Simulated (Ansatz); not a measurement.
Relaxation of ClH$_{3}$Si (5 atoms, charge 0, multiplicity 1), to a largest force component of 0.03 eV/Å in at most 50 steps.

All numbers below come from RKS PBE-D4/6-31G* (Ansatz 0.2.0).

```xyz
5
Properties=species:S:1:pos:R:3
Si 0.223 0.000 0.048
Cl 0.826 0.000 2.062
H 1.604 0.000 -0.425
H -0.551 1.232 -0.293
H -0.551 -1.232 -0.293
```

**Question.** Where does it end, and by what steps?

**Answer.** The forces met the threshold. After 3 steps the energy has fallen by 0.184 eV; H3 moved furthest, 0.22 Å.

```json
{"step": "0", "energy less start (eV)": "0.0000", "largest force component (eV/Å)": "1.019", "accepted": "yes"}
{"step": "1", "energy less start (eV)": "-0.1730", "largest force component (eV/Å)": "0.390", "accepted": "yes"}
{"step": "2", "energy less start (eV)": "-0.1790", "largest force component (eV/Å)": "0.387", "accepted": "yes"}
{"step": "3", "energy less start (eV)": "-0.1841", "largest force component (eV/Å)": "0.017", "accepted": "yes"}
```

```xyz
5
Properties=species:S:1:pos:R:3
Si 0.287 0.000 0.095
Cl 0.679 0.000 2.138
H 1.589 0.000 -0.641
H -0.502 1.225 -0.247
H -0.502 -1.225 -0.247
```

Whether the end is a true minimum wasn't checked by a vibrational analysis.

Time of the run: 2.2 s on 1 thread of Intel(R) Xeon(R) 6975P-C (Granite Rapids) (shared host), peak memory 0.12 GiB.
